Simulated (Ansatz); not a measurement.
C2H4F2O, SMILES `CC(O)(F)F`, relaxed with RKS PBE-D4/def2-SVP in Ansatz from a rough embedded geometry. The force threshold is 0.03 eV/Å; the program also tests the step.

Charge 0, multiplicity 1.

Start:

```xyz
9

C    -0.749    0.342    0.608
C     0.328   -0.283   -0.154
O     0.778    0.568   -1.147
F     1.435   -0.601    0.628
F    -0.030   -1.443   -0.735
H    -1.661    0.529   -0.057
H    -0.483    1.245    1.079
H    -1.133   -0.398    1.377
H     1.515    0.041   -1.599
```

Q: By how much does the energy fall, and how many steps does the optimiser take? (Best estimate.)

A: The calculation gave: 22.13 kJ/mol, in 5 steps.

Q: Which bonds change most? (An estimate is asked.)

A: The calculation gave: C1–H7 from 1.053 to 1.105 Å; C1–C2 from 1.460 to 1.510 Å; C1–H6 from 1.144 to 1.105 Å; C2–F5 from 1.347 to 1.382 Å.

Q: Give the relaxed structure. (An estimate is asked.)

A: The calculation gave: 
```xyz
9

C    -0.789    0.321    0.608
C     0.348   -0.289   -0.175
O     0.779    0.558   -1.154
F     1.394   -0.614    0.667
F    -0.040   -1.495   -0.727
H    -1.636    0.535   -0.069
H    -0.454    1.263    1.080
H    -1.114   -0.388    1.391
H     1.513    0.109   -1.621
```
